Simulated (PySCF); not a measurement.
Difluoromethylene, CF2 (singlet state).
Numbering: `[F:1][C:2][F:3]`

The closed-shell ground state was solved at several levels (PySCF, density fitting, gas phase, non-relativistic). Geometry: PBE0-D3(BJ)/def2-TZVP; no solvent, vibrations or thermal averaging.

```tsv
level	basis functions	total energy (Eh)	HOMO (eV)	LUMO (eV)	gap (eV)	dipole (D)
wB97X-D/aug-cc-pVTZ	138	-237.7272	-10.83	-0.33	10.50	0.65
PBE0/pcSseg-2	108	-237.5666	-8.82	-2.30	6.52	0.66
PBE0/aug-cc-pVTZ	138	-237.5599	-8.84	-2.32	6.52	0.65
```

Problem. What might CAM-B3LYP/aug-cc-pVTZ (138 basis functions) give for the same quantities?

Solution. Total energy -237.7354 Eh, HOMO -10.45 eV, LUMO -1.10 eV, gap 9.35 eV, dipole 0.60 D.

Problem. How far do the dipole and the HOMO energy spread over the levels?

Solution. The dipole runs from 0.60 to 0.66 D (mean 0.64 D) and the HOMO from -10.83 to -8.82 eV.

wB97X-D is run here without its empirical dispersion term; that term would change no orbital, density or response property at a fixed geometry.
